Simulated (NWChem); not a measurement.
# Si2H6O (disiloxane): levels of theory compared

We compute a comparison of 6 runs (HF/STO-3G, HF/3-21G, B3LYP/6-31G*, B3LYP/cc-pVDZ, M06-2X/cc-pVDZ, PBE0/cc-pVDZ) of Si2H6O (disiloxane). 

The results are computed with NWChem 7.3.0.

5 further runs of the same task are left out: 1 that didn't finish, 4 set aside as unsound or not needed.

## (1) The structure to begin with

Si2H6O has 9 atoms, charge 0, and is taken as a singlet. SMILES: `[SiH3]O[SiH3]`. One bond was lengthened or shortened from a relaxed shape.

Bond lengths: Si1–O2 1.879 Å, O2–Si3 1.634 Å, Si1–H4 1.487 Å, Si1–H5 1.483 Å, Si1–H6 1.487 Å, Si3–H7 1.483 Å, Si3–H8 1.486 Å, Si3–H9 1.487 Å. Some angles: Si1–O2–Si3 147.2°, O2–Si1–H4 110.2°, O2–Si1–H5 108.3°, O2–Si1–H6 110.2°, O2–Si3–H7 108.3°, O2–Si3–H8 110.2°, O2–Si3–H9 110.2°, H4–Si1–H5 109.6°, H4–Si1–H6 109.0°, H5–Si1–H6 109.6°.

## (2) A single-point energy at HF/STO-3G (run 1)

Input file input.nw:

```
start input
title "H6OSi2"
memory total 2200 mb
charge 0
geometry units angstroms noautosym nocenter noautoz
   Si      -0.880661       1.196907      -1.020638
   O        0.425550       0.090990      -0.245380
   Si       0.775570      -1.038810       0.881750
   H       -1.957641       0.370827      -1.626778
   H       -0.231011       2.016667      -2.071338
   H       -1.476541       2.087007       0.010212
   H        2.224270      -1.343130       0.800010
   H       -0.009310      -2.275600       0.628780
   H        0.448290      -0.527870       2.238910
end
basis spherical bse
   * library STO-3G
end
scf
   thresh 1e-08
   maxiter 80
   noprint "final vectors analysis"
end
task scf
```

The run is started by

```bash
nwchem input.nw > input.out
```

Output:

```text
[...]
  functions       =    29
[...]
  wavefunction    = RHF
[...]
         Total SCF energy =   -648.526735056388
      One-electron energy =  -1205.048521822344
      Two-electron energy =    405.197636753787
 Nuclear repulsion energy =    151.324150012169
        Time for solution =      1.6s
[...]
```

It took 2.2 s on 1 thread of Intel Xeon Platinum 8559C (Emerald Rapids), shared host; peak memory 0.1 GiB.

## (3) A single-point energy at HF/3-21G (run 2)

Input file h6osi2.nw:

```
start h6osi2
memory 2200 mb
charge 0

geometry units angstrom noautosym nocenter noautoz
Si   -0.880661    1.196907   -1.020638
O     0.425550    0.090990   -0.245380
Si    0.775570   -1.038810    0.881750
H    -1.957641    0.370827   -1.626778
H    -0.231011    2.016667   -2.071338
H    -1.476541    2.087007    0.010212
H     2.224270   -1.343130    0.800010
H    -0.009310   -2.275600    0.628780
H     0.448290   -0.527870    2.238910
end

basis spherical bse
* library 3-21G
end

scf
thresh 1e-08
maxiter 80
end

task scf
```

The run is started by

```bash
nwchem h6osi2.nw > h6osi2.out
```

Output:

```text
[...]
  functions       =    47
[...]
  wavefunction    = RHF
[...]
         Total SCF energy =   -652.763137270771
      One-electron energy =  -1206.105759431097
      Two-electron energy =    402.018472148157
 Nuclear repulsion energy =    151.324150012169
        Time for solution =      1.6s
[...]
```

Run time: 2.2 s. Hardware: 1 thread of Intel Xeon Platinum 8559C (Emerald Rapids), shared host; peak memory 0.11 GiB.

Runs 3 to 5 aren't shown in full; the table further down has their settings and results.

## (4) A single-point energy at PBE0/cc-pVDZ (run 6)

Input file work.xyz:

```xyz
9

Si    -0.880661     1.196907    -1.020638
O      0.425550     0.090990    -0.245380
Si     0.775570    -1.038810     0.881750
H     -1.957641     0.370827    -1.626778
H     -0.231011     2.016667    -2.071338
H     -1.476541     2.087007     0.010212
H      2.224270    -1.343130     0.800010
H     -0.009310    -2.275600     0.628780
H      0.448290    -0.527870     2.238910
```

Input file run.py:

```python
from ase.io import read
from ase.calculators.nwchem import NWChem

system = read('work.xyz')

calc = NWChem(
    label='work',
    theory='dft',
    memory='2200 mb',
    basis='cc-pVDZ',
    basispar='spherical bse',
    dft={'xc': 'pbe0', 'mult': '1', 'grid': 'xfine', 'convergence': 'energy 1e-08', 'iterations': '100', 'mulliken': None},
    task='energy',
)
system.calc = calc

print("Total energy (eV):", round(system.get_potential_energy(), 6))
print("dipole (e A):", system.get_dipole_moment().round(4))
```

The run is started by

```bash
export ASE_NWCHEM_COMMAND="nwchem PREFIX.nwi > PREFIX.nwo"
python run.py
```

Output:

```text
Total energy (eV): -17891.741053
dipole (e A): [-0.2483  0.1811 -0.1148]
```

The calculator wrote work.nwi:

```
title "work"

permanent_dir work

scratch_dir work

start work

geometry units angstrom nocenter noautosym noautoz
  Si -8.8066100000000003e-01 1.1969069999999999e+00 -1.0206379999999999e+00
  O  4.2554999999999998e-01 9.0990000000000001e-02 -2.4537999999999999e-01
  Si 7.7556999999999998e-01 -1.0388100000000000e+00 8.8175000000000003e-01
  H  -1.9576410000000000e+00 3.7082700000000002e-01 -1.6267780000000001e+00
  H  -2.3101099999999999e-01 2.0166670000000000e+00 -2.0713379999999999e+00
  H  -1.4765410000000001e+00 2.0870069999999998e+00 1.0212000000000001e-02
  H  2.2242700000000002e+00 -1.3431299999999999e+00 8.0001000000000000e-01
  H  -9.3100000000000006e-03 -2.2755999999999998e+00 6.2878000000000001e-01
  H  4.4829000000000002e-01 -5.2786999999999995e-01 2.2389100000000002e+00
end

memory 2200 mb

basis spherical bse noprint
   * library cc-pVDZ
end

dft
  xc pbe0
  mult 1
  grid xfine
  convergence energy 1e-08
  iterations 100
  mulliken
end

task dft energy
```

work.nwo:

```text
Northwest Computational Chemistry Package (NWChem) 7.3.0
             --------------------------------------------------------

           Job information
           ---------------

    nwchem branch   = 7.3.0
    use scalapack   = T
    input           = work.nwi
    prefix          = work.
    data base       = work/work.db
    status          = startup
    nproc           =        1

           Memory information
           ------------------

    heap     =     72089598 doubles =      550.0 Mbytes
    stack    =     72089595 doubles =      550.0 Mbytes
    global   =    144179200 doubles =     1100.0 Mbytes (distinct from heap & stack)
    total    =    288358393 doubles =     2200.0 Mbytes
    verify   = yes
    hardfail = no

[... 104 lines left out ...]
  convergence criterion.
[... 18 lines left out ...]
          Convergence on density requested:  1.00D-05
[... 24 lines left out ...]
          Convergence Information
[... 61 lines left out ...]
   convergence    iter        energy       DeltaE   RMS-Dens  Diis-err    time
[... 18 lines left out ...]
           Coulomb energy =      454.295627649609
[... 7 lines left out ...]
                       DFT Final Molecular Orbital Analysis
[... 589 lines left out ...]
 center of mass
 --------------
 x =   0.06921446 y =   0.15043317 z =  -0.18973049

 moments of inertia (a.u.)
 ------------------
         535.701576965253         211.309439318350        -176.307609303530
         211.309439318350         417.025286646310         243.007732726592
        -176.307609303530         243.007732726592         494.497043334722

     Multipole analysis of the density
     ---------------------------------

     L   x y z        total         alpha         beta         nuclear
     -   - - -        -----         -----         ----         -------
     0   0 0 0      0.000000    -21.000000    -21.000000     42.000000

     1   1 0 0     -0.469179     -1.114430     -1.114430      1.759681
[... 8 lines of this table left out ...]
     2   0 0 2    -25.801483    -82.421027    -82.421027    139.040571

 Task  times  cpu:       42.1s     wall:       42.1s
 Total times  cpu:       42.1s     wall:       42.1s
```

It took 44 s on 1 thread of Intel Xeon Platinum 8559C (Emerald Rapids), shared host; peak memory 0.15 GiB.

## (5) Overview of the runs

| run | level | Cartesian functions | iteration cap | energy (Eh) | dipole moment (D) | wall time |
| --- | --- | --- | --- | --- | --- | --- |
| 1 | HF/STO-3G | no | 80 | -648.526735 | 1.02 | 2.2 s |
| 2 | HF/3-21G | no | 80 | -652.763137 | 1.59 | 2.2 s |
| 3 | B3LYP/6-31G* (Cartesian functions) | yes | 100 | -657.860512 | – | 23 s |
| 4 | B3LYP/cc-pVDZ | no | 100 | -657.890274 | 1.56 | 47 s |
| 5 | M06-2X/cc-pVDZ | no | 100 | -657.760026 | 1.64 | 62 s |
| 6 | PBE0/cc-pVDZ | no | 100 | -657.509362 | 1.58 | 44 s |

## (6) Results

| quantity | value |
| --- | --- |
| run 6: total energy | -657.50936 Eh |
| run 6: dipole moment | 1.58 D |
| run 6: HOMO energy | -8.16 eV |
| run 6: LUMO energy | -0.40 eV |
| run 6: HOMO–LUMO gap | 7.76 eV |

What this shows: Over runs 1, 2, 4, 5, 6 the dipole moment (its size) runs from 1.02 D (HF/STO-3G) to 1.64 D (M06-2X/cc-pVDZ). The two ends differ in method and basis. Over runs 2, 4, 5, 6 the HOMO–LUMO gap runs from 7.33 eV (B3LYP/cc-pVDZ) to 15.11 eV (HF/3-21G). Totals of different functionals can't be ranked against each other. In run 1 the basis is minimal, so the values are rough. All runs together took 3 min, the longest 62 s.
